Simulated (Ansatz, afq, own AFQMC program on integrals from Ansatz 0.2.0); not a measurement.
CHGe, quartet in cc-pVDZ, levels against CCSDTQ

```yaml
atoms:
  - { symbol: Ge, position_ang: [0.0000, 0.0000, 0.0803] }
  - { symbol: C, position_ang: [0.0000, 0.0000, -1.7018] }
  - { symbol: H, position_ang: [0.0000, 0.0000, 1.6216] }
```

Connectivity, by distances: GeH–C.

Basis cc-pVDZ. Only valence electrons are correlated. AFQMC by an in-house program on the Cholesky factors that Ansatz 0.2.0 writes for its CCSD(T) run. The CISD trial takes its coefficients from CCSD amplitudes. Released means that phaseless walkers are propagated on without the constraint, phases kept. ± is one standard error of the sampling. No spin–orbit coupling.

Determinant: UHF, the one that the program's search chose, which needn't be the lowest solution. The geometry is a PBE0/def2-TZVP stationary point of this or a neighbouring charge and spin state.

No full CI on the walks' own integrals is used here; CCSDTQ serves as the reference and is uncertain by about the last step of the cluster series.

Cautions: no relativity below Rb; no spin-orbit coupling; inner d shell frozen; another spin lies lower; unrestricted determinant slightly spin contaminated (⟨S²⟩ 3.81 against 3.75); the released energies are still falling, so no released level is given (meV from the phaseless value at times in 1/Eh: -5 ± 3 at 0.24, -13 ± 3 at 0.51, -17.5 ± 2.0 at 0.99, -19 ± 4 at 1.62, -31 ± 4 at 2.40).

* T1 diagnostic: 0.0300
* weight of the determinant in the CISD state: 0.870
* ⟨S²⟩ of the determinant: 3.808
* size of the correlated space: 9 electrons in 31 orbitals

```json
{"level": "MP2", "correlation energy (eV)": "-4.0009"}
{"level": "CCSD", "correlation energy (eV)": "-4.9509"}
{"level": "CCSD(T)", "correlation energy (eV)": "-5.1592"}
```

Question: Estimate where phaseless AFQMC with the Hartree–Fock trial lies against CCSD(T) on the same integrals.

Answer: 3.80 ± 0.55 kcal/mol above CCSD(T).

Reference: CCSDTQ, correlation energy -5.260 eV.

```csv
level,E − E(reference) (kcal/mol),share of correlation (%)
CCSD(T),2.31,98.09
CCSDT,0.65,99.47
CCSDT(Q),0.10,99.92
ph-AFQMC/HF,6.11 ± 0.55,94.96
ph-AFQMC/CISD,1.45 ± 0.11,98.81
```

CCSDT and higher add their correlation energy to the determinant of the CCSD(T) run, since their own runs factorise the integrals more tightly (a shift of under 2 meV). A walk keeps the symmetry of its determinant, which the program's search chose and which needn't be the lowest solution, so a lower state of the same spin and another symmetry isn't excluded.
